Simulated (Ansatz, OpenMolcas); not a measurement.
**The same job for OpenMolcas**

This Ansatz 0.2.0 job computes SiH2F2 (SMILES F[SiH2]F):

job.yaml:
```yaml
crystal:
  periodic: [false, false, false]
  atoms:
    - {symbol: F, position_ang: [-1.079010, 0.538200, 0.980720]}
    - {symbol: Si, position_ang: [-0.005220, -0.000540, -0.054090]}
    - {symbol: F, position_ang: [1.247630, -0.520590, 0.766910]}
    - {symbol: H, position_ang: [-0.590470, -1.138740, -0.786300]}
    - {symbol: H, position_ang: [0.427070, 1.121680, -0.907250]}
basis:
  gaussian:
    orbitals: aug-cc-pVDZ
hamiltonian:
  xc: {name: B3LYP}
accuracy: high
output: {orbitals: {seedname: orbitals}}
```

```bash
$ ansatz run job.yaml --threads 1 --pin off --max-ram 3480MiB --events-out events.jsonl --progress --plain --runs-dir runs
```

The coordinates come from a PBE0-D4/def2-TZVP relaxation.

It gives a total energy of -490.530783 Eh.

**Question.** How is this level of theory, on these atoms, set up in OpenMolcas 26.06 as an input file of the program's own, asking for the gradient?

**Answer.** For example:

mol.inp:
```
&gateway
baslib=$CurrDir
coord
5
angstrom
F       -1.079010       0.538200       0.980720
Si      -0.005220      -0.000540      -0.054090
F        1.247630      -0.520590       0.766910
H       -0.590470      -1.138740      -0.786300
H        0.427070       1.121680      -0.907250
basis=aug-cc-pVDZ
group=NoSym
&seward
gridinput
Grid=UltraFine
End of Grid
&scf
ksdft=B3LYP
thresholds=1e-10 1e-07 1e-07 1e-05
prorbitals=1
&alaska
```

```bash
$ export MOLCAS_MEM=1860
$ pymolcas mol.inp > mol.log
```

(Basis files named in the input come from the Basis Set Exchange and aren't shown.)

Its energy is -490.530783 Eh, 0.000 mEh from the first.
